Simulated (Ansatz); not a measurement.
**HB–CH₂, singlet: vertical spin and charge gaps**

Geometry (PBE0/def2-TZVP stationary point for this spin, not checked as a minimum):

```xyz
5

B     0.0000    0.0000    0.7455
C     0.0000    0.0000   -0.6287
H     0.0000    0.0000    1.9208
H     0.0000    0.9159   -1.2126
H     0.0000   -0.9159   -1.2126
```

Basis cc-pVTZ; Ansatz 0.2.0. Correlated methods freeze the noble-gas cores. R marks a restricted (for open shells ROHF) determinant, U an unrestricted one. Active spaces: valence = (10e, 11o) chosen from the atoms' valence shells.

Gaps are energies of the second state less the first, at fixed atoms, for a selection of the levels run; each method lands on the state that its own search finds for that charge and spin.

Task: PBE gives 9.395 eV for removing an electron, to the doublet. Estimate what UCCSDT(Q) gives in cc-pVTZ.

Result: UCCSDT(Q) in cc-pVTZ gives 9.359 eV, so against it PBE is off by 0.036 eV.

```tsv
level	gap (eV)	error (meV)
UHF	7.812	-1547
RMP2	9.317	-42
UCCSD	9.220	-139
UCCSD(T)	9.352	-7
RCCSDT	9.349	-10
UCCSDT	9.349	-10
RCCSDT(Q)	9.360	1
CASSCF (valence space)	8.506	-853
r2SCAN	9.220	-139
B3LYP	9.348	-11
```

Triplet less singlet: 2.896 eV at UCCSDT(Q).

| level | gap (eV) | error (meV) |
| --- | --- | --- |
| RHF | 2.100 | -796 |
| UHF | 1.941 | -955 |
| RMP2 | 2.917 | 21 |
| UMP2 | 2.943 | 47 |
| RCCSD | 2.792 | -104 |
| UCCSD | 2.788 | -108 |
| RCCSD(T) | 2.893 | -3 |
| UCCSD(T) | 2.892 | -4 |
| BCCD(T) | 2.894 | -2 |
| RCCSDT | 2.888 | -8 |
| UCCSDT | 2.887 | -9 |
| RCCSDT(Q) | 2.897 | 1 |
| CASSCF (valence space) | 2.981 | 85 |
| NEVPT2 (valence space) | 2.992 | 96 |
| PBE | 2.751 | -145 |
| r2SCAN | 2.544 | -352 |
| PBE0 | 2.617 | -279 |
| B3LYP | 2.751 | -145 |
| wB97M-V | 2.858 | -38 |
| B2PLYP | 2.826 | -70 |
| RPA-PBE | 2.823 | -73 |

Full CI isn't at hand for all of this; UCCSDT(Q) serves as the reference, and is uncertain by about the last step of the cluster series. The frozen core follows each run's orbitals, which can shift R against U totals by a few meV.
